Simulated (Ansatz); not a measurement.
Calculated with Ansatz (gas phase, PBE0-D4/def2-TZVP geometries, no zero-point term in ΔE). CCSD(T)/CBS adds triple-zeta CCSD(T) − MP2 to the extrapolated MP2 energy (def2 sets, frozen cores). Each species was taken in one conformer, which may not be the lowest.

`C/C=C(\F)SC` + `C=C=CO` → `C=C=COC` + `C=C(F)SC`  (substitution at a C–C bond)

`C/C=C(\F)SC`:

Z-matrix (Å, degrees):
```
C
C 1 1.488
H 1 1.094 2 110.8
H 1 1.094 2 110.7 3 118.3
H 1 1.089 2 111.7 3 -120.8
C 2 1.327 1 125.1 3 120.4
H 2 1.083 1 118.8 3 -60.5
S 6 1.740 2 125.0 1 171.3
F 6 1.349 2 120.4 1 -3.8
C 8 1.805 6 100.6 2 128.9
H 10 1.090 8 106.2 6 176.3
H 10 1.089 8 110.7 6 58.1
H 10 1.090 8 110.9 6 -64.9
```

`C=C=CO`:

Cartesian coordinates in Å:
```
C 0.434 -0.822 1.242
C -0.126 -0.176 0.260
C -0.698 0.468 -0.720
O -0.070 1.148 -1.720
H 0.693 -1.875 1.158
H 0.664 -0.335 2.187
H -1.777 0.513 -0.817
H 0.881 1.078 -1.590
```

`C=C=COC`:

Cartesian coordinates in Å:
```
C 0.955 1.826 -0.104
C 0.622 0.712 0.481
C 0.317 -0.391 1.114
O -0.457 -1.405 0.662
C -0.978 -1.225 -0.636
H 1.849 1.903 -0.718
H 0.354 2.726 -0.003
H 0.688 -0.585 2.115
H -1.571 -2.110 -0.859
H -0.171 -1.122 -1.369
H -1.609 -0.331 -0.683
```

`C=C(F)SC`:

Z-matrix (Å, degrees):
```
C
S 1 1.803
H 1 1.088 2 110.8
H 1 1.090 2 106.0 3 -118.2
H 1 1.090 2 111.0 3 123.2
C 2 1.742 1 100.6 3 -58.4
F 6 1.343 2 114.5 1 48.5
C 6 1.324 2 125.2 1 -135.9
H 8 1.080 6 119.9 2 8.0
H 8 1.082 6 120.4 2 -171.0
```

```
         level  ΔE (kcal/mol)
 HF/def2-TZVPP           10.3
MP2/def2-TZVPP           11.9
```

What does CCSD(T)/CBS give? (Best estimate.)

Computed: +11.8 kcal/mol. The listed levels differ from it by -1.5, 0.1 kcal/mol.

Largest T1 diagnostic among the species: 0.013.

In def2-TZVPP, CCSD(T) changes the Hartree–Fock value by +0.8 kcal/mol (the triples alone add −0.1 kcal/mol) and MP2 by +1.6 kcal/mol.
